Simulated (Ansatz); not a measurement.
## Worked example: correlation energy of Ge–CH₂, quintet

Geometry: that of the Ge–CH2, triplet, kept fixed. The triplet lies 2.6 eV lower here.

```yaml
atoms:
  - { symbol: Ge, position_ang: [0.0000, 0.0000, 0.3308] }
  - { symbol: C, position_ang: [0.0000, 0.0000, -1.6265] }
  - { symbol: H, position_ang: [0.0000, 0.9089, -2.2295] }
  - { symbol: H, position_ang: [0.0000, -0.9089, -2.2295] }
```

Basis cc-pVDZ; Ansatz 0.2.0. Only valence electrons are correlated (noble-gas cores and the filled d shells of p-block atoms frozen), which leaves 10 electrons in 36 orbitals. R marks a restricted (for open shells ROHF) determinant. No spin–orbit coupling is included, and no scalar relativity.

Full CI isn't at hand for all of this; RCCSDTQ serves as the reference, and is uncertain by about the last step of the cluster series.

Runs differ by some tens of microhartree through their thresholds and, for an open shell, their frozen cores, so steps under 0.03 kcal/mol mean nothing.

```csv
level,total energy (hartree)
RHF,-2114.210141
RMP2,-2114.368581
RCCSD,-2114.396824
RCCSD(T),-2114.401618
RCCSDT,-2114.402404
RCCSDT(Q),-2114.402685
RCCSDTQ,-2114.402695
```

Problem. What is the correlation energy at RCCSDTQ, and what share of it do RMP2 and RCCSD(T) recover?

Solution. E(corr) = -2114.402695 − (-2114.210141) = -0.192554 hartree = -5.240 eV. RMP2: -0.158440 / -0.192554 = 82.28 %. RCCSD(T): -0.191477 / -0.192554 = 99.44 %.

Problem. By how many kcal/mol does RCCSD(T) miss RCCSDTQ (1 hartree = 627.509 kcal/mol), and which steps make up the rest?

Solution. -2114.401618 − (-2114.402695) = 0.001077 hartree = 0.68 kcal/mol. Steps: RCCSDT − RCCSD(T) = -0.49, RCCSDT(Q) − RCCSDT = -0.18, RCCSDTQ − RCCSDT(Q) = -0.01 kcal/mol. That is within 1 kcal/mol of the reference in this basis, which itself misses far more of the correlation at the basis-set limit.
